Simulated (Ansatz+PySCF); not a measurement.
# singlet P₂ in separate pieces: levels of theory in one basis

```xyz
2

P     0.0000    0.0000   -2.8365
P     0.0000    0.0000    2.8365
```

Basis set: 6-31G (spherical functions). Correlated methods keep 10 orbitals frozen. Charge 0, multiplicity 1.

Computed with Ansatz (development build ahead of 0.2.0); each method stands on the lowest determinant of its kind that the runs found. NEVPT2 correlates all electrons. Active spaces start from the frontier orbitals, and the lowest solution found is given.

```
                            method  E − E(RHF) (eV)  <S²> of the determinant
                               RHF             0.00                     0.00
                               UHF            -9.10                     3.00
                           RHF-MP2            -4.64                        –
                           UHF-MP2            -9.72                     3.00
                       RHF-CCSD(T)            -6.37                        –
                       UHF-CCSD(T)            -9.97                     3.00
                      RHF-CCSDT(Q)            -6.29                        –
                      UHF-CCSDT(Q)            -9.97                     3.00
full CI (lowest root of this spin)            -9.96                        –
                      CASSCF(10,8)            -9.10                        –
```

What does SC-NEVPT2(10,8) give on the same scale?

-9.83 eV. NEVPT2 here correlates all electrons, so it doesn't share the others' frozen core.

At such a shape the full CI root can have another spatial symmetry than the determinants, so the rows needn't describe one state.

Is a single determinant a sound starting point here?

It is doubtful. Unrestricted orbitals lower Hartree–Fock by 9.10 eV and <S²> is 3.00 where a pure state has 0.00, a sign of strong static correlation. The CASSCF(10,8) natural occupations are 2.00, 2.00, 1.02, 1.00, 1.00, 1.00, 1.00, 0.98.

Caution for RHF, RHF-MP2, RHF-CCSD(T), RHF-CCSDT(Q): an unrestricted determinant lies well below. Caution for RHF, UHF, RHF-MP2, UHF-MP2, RHF-CCSD(T), UHF-CCSD(T), RHF-CCSDT(Q), UHF-CCSDT(Q): the determinant breaks the point group. Caution for UHF, UHF-MP2, UHF-CCSD(T), UHF-CCSDT(Q): the unrestricted determinant is a mixture of spin states. Caution for RHF-MP2, RHF-CCSDT(Q): large amplitudes, a single reference is doubtful. Caution for RHF-MP2, UHF-MP2: another reference gives a lower total. Caution for UHF-MP2, UHF-CCSD(T), UHF-CCSDT(Q): bonds are stretched, where a single reference can fail. Caution for RHF-CCSD(T): very large amplitudes, the method is breaking down; the amplitudes may be one of several solutions. Caution for RHF-CCSDT(Q): the program doubts this total.
